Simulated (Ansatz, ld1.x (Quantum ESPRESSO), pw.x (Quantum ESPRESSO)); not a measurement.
W (fcc): variants of one TM potential in the solid

```
Element                 : tungsten (W)
Generator               : ld1.x (Quantum ESPRESSO) 7.5
Type                    : norm-conserving Troullier–Martins (Kleinman–Bylander form)
Functional              : PBEsol
Relativity              : scalar-relativistic
Frozen core             : [Xe] 4f14
Valence charge          : 6
Reference configuration : 5d4 6s2 6p0
Partial waves           : 6p (bound, empty): rc 3.25 bohr; 5d (bound): rc 2.20 bohr; 6s (bound): rc 2.20 bohr
Local potential         : the s channel
Core correction         : Bessel-smoothed model core, default radius (core density twice the valence density)
```

Crystal test: fcc W in pw.x 7.5, no spin, 14³ k-points, Fermi–Dirac smearing 0.01 Ry, cutoffs set for each file from its atomic test. The reference is all-electron LAPW (Ansatz 0.2.0) with the same functional, mesh and smearing; V0 and B0 come from Birch–Murnaghan fits to the pressures at five volumes. Errors are pseudo minus all-electron; Δ is the rms difference of the E(V) curves that follow from these fits, minima aligned, over ±6 % about the mean V0. Mesh and smearing are coarse, so the numbers serve the comparison and aren't converged zero-temperature values; the lattice is a test structure that the element need not adopt.

All-electron: a0 = 4.000 Å (V0 = 16.00 Å³/atom), B0 = 298.8 GPa.

Base: The largest radius (3.25 bohr) exceeds half the bond length (2.67 bohr), so the spheres overlap, which is one possible source of error among others. This is a poor potential for the solid.

1 further variants are left out: they gave no file fit for a test, a broken result, the same result as the base, or pressures whose basis-set error rivals the error shown.

```csv
change,cutoffs (Ry),pw.x,a0 (Å),a0 error (%),B0 error (%),Δ (meV/atom),mean pressure error (GPa)
base,50/200,converged,4.023,+0.56,+0.5,17.8,+5.29
wave 6s (bound): rc 2.20 bohr becomes 6s (bound): rc 2.88 bohr,50/200,converged,4.026,+0.65,+0.5,20.9,+6.22
core correction Bessel-smoothed model core inside 2.54 bohr,50/200,converged,4.027,+0.66,+0.4,21.2,+6.31
"all radii but the core radius scaled by about 0.85 (s 1.88, p 2.78, d 1.88 bohr)",110/440,converged,4.005,+0.12,+1.3,4.0,+1.17
```

(1) Give the row for: wave 6p (bound): rc 3.25 bohr becomes 6p (bound): rc 3.56 bohr.

## Answers

(1) pw.x: converged; mean pressure error (GPa): +5.58; a0 (Å): 4.024; a0 error (%): +0.59; B0 error (%): +0.5; Δ (meV/atom): 18.8.
